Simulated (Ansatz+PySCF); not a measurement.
singlet NH₄(+): levels of theory in one basis

```xyz
5

N     0.0000    0.0000    0.0000
H     0.5945    0.5945    0.5945
H     0.5945   -0.5945   -0.5945
H    -0.5945    0.5945   -0.5945
H    -0.5945   -0.5945    0.5945
```

Basis set: def2-SVP (spherical functions). Correlated methods keep 1 orbital frozen. Charge 1, multiplicity 1.

Computed with Ansatz (development build ahead of 0.2.0); each method stands on the lowest determinant of its kind that the runs found. NEVPT2 correlates all electrons. Active spaces start from the frontier orbitals, and the lowest solution found is given.

| method | E − E(RHF) (eV) | <S²> of the determinant |
| --- | --- | --- |
| RHF | 0.00 | 0.00 |
| RHF-MP2 | -5.10 | – |
| RHF-CCSD | -5.59 | – |
| RHF-CCSD(T) | -5.69 | – |
| CASSCF(8,8) | -2.84 | – |
| SC-NEVPT2(2,2) | -5.19 | – |
| SC-NEVPT2(8,8) | -5.16 | – |

(1) What does CASSCF(2,2) give on the same scale?

(2) Is a single determinant a sound starting point here?

## Answers

(1) -0.48 eV.

(2) By this sign, yes. Unrestricted orbitals gain 0.00 eV and <S²> is 0.00 against 0.00 for a pure state. The CASSCF(8,8) natural occupations are 1.99, 1.98, 1.98, 1.98, 0.02, 0.02, 0.02, 0.02. The CASSCF(2,2) natural occupations are 1.98, 0.02.
